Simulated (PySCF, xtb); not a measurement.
Homolysis of single bonds, series C F-Cl. Isolated molecules, 0 K electronic values unless said otherwise. Strings in code marks are SMILES.

Quantity: homolytic bond dissociation enthalpy at 298 K (no spin–orbit term), in eV. Thermal and zero-point terms are GFN2-xTB rigid-rotor harmonic values (xtb).

Level 1: PBE0-D3(BJ)/def2-TZVP (PySCF)
Level 2: ωB97X-D3(BJ)/def2-TZVP // PBE0-D3(BJ)/def2-TZVP (PySCF)
Level 3: HF/3-21G // PBE0-D3(BJ)/def2-TZVP (PySCF)
Level 4: HF/6-31G* // PBE0-D3(BJ)/def2-TZVP (PySCF)

| species | level 1 | level 2 | level 3 | level 4 |
|---|---|---|---|---|
| Cl–C bond of `ClC(Cl)(Cl)Cl`, giving `Cl[C](Cl)Cl` and `[Cl]` | 2.87 | 2.97 | (withheld) | (withheld) |
| F–C bond of `FC(Cl)(Cl)Cl`, giving `Cl[C](Cl)Cl` and `[F]` | (withheld) | 4.49 | 2.40 | 2.64 |
| F–C bond of `FC(F)(F)Cl`, giving `F[C](F)Cl` and `[F]` | 5.19 | 5.25 | 3.27 | 3.61 |
| F–C bond of `FC(F)(F)F`, giving `F[C](F)F` and `[F]` | 5.50 | 5.56 | 3.71 | (withheld) |
| C–Cl bond of `FC(F)(F)Cl`, giving `F[C](F)F` and `[Cl]` | (withheld) | 3.77 | 1.44 | 2.25 |
| C–Cl bond of `FC(Cl)(Cl)Cl`, giving `F[C](Cl)Cl` and `[Cl]` | 3.20 | 3.27 | (withheld) | 1.67 |

Problem. Complete the blanks.

Solution. 
- Cl–C bond of `ClC(Cl)(Cl)Cl`, giving `Cl[C](Cl)Cl` and `[Cl]`, level 3: 1.25
- Cl–C bond of `ClC(Cl)(Cl)Cl`, giving `Cl[C](Cl)Cl` and `[Cl]`, level 4: 1.31
- F–C bond of `FC(Cl)(Cl)Cl`, giving `Cl[C](Cl)Cl` and `[F]`, level 1: 4.41
- F–C bond of `FC(F)(F)F`, giving `F[C](F)F` and `[F]`, level 4: 4.00
- C–Cl bond of `FC(F)(F)Cl`, giving `F[C](F)F` and `[Cl]`, level 1: 3.74
- C–Cl bond of `FC(Cl)(Cl)Cl`, giving `F[C](Cl)Cl` and `[Cl]`, level 3: 1.29
